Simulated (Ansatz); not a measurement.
Base system: Mo in the bcc (W type) structure (space group Im-3m, No. 229; a = 3.1296 Å).

Calculations: PBEsol (Ansatz, a first-principles code; PAW; 420 eV plane waves; spin-orbit coupling left out).

| level | lattice parameter a |
|---|---|
| PBEsol | 3.130 Å |

Measured: lattice parameter a 3.141 Å (static lattice; corrected from measurement; as listed in Daniel Mejia-Rodriguez, S. B. Trickey, Phys. Rev. B (2018)).

Computed minus measured — lattice parameter a: PBEsol -0.4 %.

Stability against distortions was not tested. All final runs are without spin polarisation.
